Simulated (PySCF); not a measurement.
## Ionising Na2

PBE; basis Na x2c-SVPall; spin-free X2C with a Gaussian nucleus; PySCF 2.14. Neutral (UKS): singlet (closed shell), Re = 3.106 Å, ωe = 156 cm⁻¹, De = 0.80 eV, HOMO -3.09 eV, LUMO -1.74 eV.

Na₂⁺ (UKS): doublet (σ ↑), Re = 3.704 Å, ωe = 101 cm⁻¹, De = 1.07 eV to Na⁺ + Na. The energies at the minima are -324.64573 hartree for Na2 and -324.46145 for Na₂⁺.

(1) Work out the adiabatic ionisation energy, without and with harmonic zero-point energies (1 hartree = 27.2114 eV, 1 eV = 8065.5 cm⁻¹), and the change of the bond length.

Closed-shell solutions of metal pairs were not tested for spin polarisation, which can lower them a little. States were picked by a PBE0 search and need not be the measured ground states.

Answers

(1) At PBE: 0.18428 hartree = 5.015 eV between the minima; the zero-point term (101.0 − 156.0)/2 cm⁻¹ = -0.003 eV makes it 5.011 eV. Re changes by +59.8 pm against the neutral. Minus the HOMO energy is 3.09 eV, -1.92 eV from the value between the minima; self-interaction puts the Kohn–Sham level too high, less so with exact exchange. The electron leaves a σ orbital, and the longer bond of the ion fits a bonding orbital, or a change in how ionic the bond is.
